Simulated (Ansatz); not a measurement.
**C₆H₁₄: up Jacob's ladder to CCSD(T)**

How much do the methods differ for C₆H₁₄? The plan is to run it at one geometry with functionals of several rungs and with coupled cluster. The yardstick is the atomisation energy at the CCSD(T) limit.

Computed with Ansatz 0.2.0, Gaussian basis. Level: functionals in def2-TZVPP, the program's frozen cores in correlated methods.

Plan: PBE-D4, r2SCAN-D4, PBE0-D4, B3LYP-D4, ωB97X-V, ωB97M-V, B2PLYP; CCSD(T)/def2-TZVPP; MP2/def2-QZVPP; extrapolation to the limit.

### Step 1. The geometry

The geometry comes from an earlier relaxation with PBE0-D4 in a triple-zeta def2 set; it is a stationary point, not always the lowest conformer.

SMILES `CCCC(C)C`, 20 atoms, charge 0, spin multiplicity 1.

Atoms are counted from 1 here; the program's logs count them from 0.

Bond lengths: C1–C2 1.519 Å, C1–H7 1.092 Å, C1–H8 1.094 Å, C1–H9 1.094 Å, C2–C3 1.520 Å, C2–H10 1.095 Å, C2–H11 1.097 Å, C3–C4 1.526 Å, C3–H12 1.099 Å, C3–H13 1.097 Å, C4–C5 1.522 Å, C4–C6 1.522 Å, C4–H14 1.099 Å, C5–H15 1.095 Å, C5–H16 1.093 Å, C5–H17 1.093 Å, C6–H18 1.092 Å, C6–H19 1.095 Å and more. Angles: C2–C1–H7 111.7°, C2–C1–H8 111.1°, C2–C1–H9 111.0°, H7–C1–H8 107.7°, H7–C1–H9 107.7°, H8–C1–H9 107.4°, C1–C2–C3 112.6°, C1–C2–H10 109.2°, C1–C2–H11 109.6°, C3–C2–H10 110.0°, C3–C2–H11 109.1°, H10–C2–H11 106.1°, C2–C3–C4 115.2°, C2–C3–H12 109.3°, C2–C3–H13 108.6°, C4–C3–H12 108.8°, C4–C3–H13 108.6°, H12–C3–H13 105.8° and more.

### Step 2. PBE-D4 (GGA)

Contents of in.yaml:

```yaml
crystal:
  periodic: [false, false, false]
  atoms:
    - {symbol: C, position_ang: [-0.670493, -0.706678, 2.642265]}
    - {symbol: C, position_ang: [0.192485, -0.643038, 1.393736]}
    - {symbol: C, position_ang: [-0.543463, -0.045486, 0.205321]}
    - {symbol: C, position_ang: [0.234700, -0.041892, -1.107487]}
    - {symbol: C, position_ang: [-0.654913, 0.425907, -2.250127]}
    - {symbol: C, position_ang: [1.493811, 0.810290, -1.030119]}
    - {symbol: H, position_ang: [-0.127127, -1.137399, 3.486466]}
    - {symbol: H, position_ang: [-1.562495, -1.316838, 2.474244]}
    - {symbol: H, position_ang: [-1.007175, 0.290943, 2.938385]}
    - {symbol: H, position_ang: [1.093438, -0.059591, 1.607767]}
    - {symbol: H, position_ang: [0.537329, -1.650843, 1.132881]}
    - {symbol: H, position_ang: [-0.842224, 0.984755, 0.443069]}
    - {symbol: H, position_ang: [-1.477524, -0.601454, 0.056087]}
    - {symbol: H, position_ang: [0.537965, -1.077185, -1.316013]}
    - {symbol: H, position_ang: [-0.984790, 1.456814, -2.085172]}
    - {symbol: H, position_ang: [-0.124955, 0.397317, -3.205714]}
    - {symbol: H, position_ang: [-1.548265, -0.197466, -2.341418]}
    - {symbol: H, position_ang: [2.190448, 0.448933, -0.271194]}
    - {symbol: H, position_ang: [1.241263, 1.847661, -0.785931]}
    - {symbol: H, position_ang: [2.021985, 0.815261, -1.987056]}
basis:
  gaussian: {orbitals: def2-TZVPP}
hamiltonian: {xc: pbe, dispersion: d4}
output: {forces: true, orbitals: {seedname: orbitals}}
```

Run with:

```bash
$ ansatz run in.yaml --threads 2 --pin off --events-out ev --progress --plain --max-ram 32768MiB --backend cuda --devices 0, --max-vram 18GiB
```

After this run come: r2SCAN-D4 (meta-GGA); PBE0-D4 (hybrid); B3LYP-D4 (hybrid); ωB97X-V (range-separated); ωB97M-V (range-separated); B2PLYP (double hybrid); CCSD(T) in def2-TZVPP; MP2 in def2-QZVPP.

Before running them: what should the planned runs give, taken together? Wanted: atomisation energy, CCSD(T)/CBS; farthest; mean size of error, hybrid; mean size of error, range-separated; gap, smallest and largest; T1 diagnostic; triples share of the correlation energy.

As calculated:

| quantity | value |
| --- | --- |
| atomisation energy, CCSD(T)/CBS | 7912.3 kJ/mol |
| functionals within 39.6 kJ/mol (0.5 %) | r2SCAN-D4, B3LYP-D4, ωB97X-V, ωB97M-V |
| farthest | PBE-D4 (+119.1 kJ/mol) |
| mean size of error, hybrid | 28.6 kJ/mol |
| mean size of error, range-separated | 12.8 kJ/mol |
| gap, smallest and largest | 7.78 eV (PBE-D4), 14.15 eV (ωB97X-V) |
| T1 diagnostic | 0.0084 |
| triples share of the correlation energy | 3.7 % |

PBE-D4 is off by +119.1 kJ/mol. Double hybrids carry the basis error of their MP2 part in triple zeta, and no dispersion term here, so their miss is partly the set-up's. The reference freezes the cores and leaves out relativity and excitations past (T), so misses under about 39.6 kJ/mol can't be ranked. Hartree-Fock recovers 76 % of the binding; the rest is correlation. The gap grows from 7.8 to 14.1 eV across the functionals, mostly with the share of exact exchange.
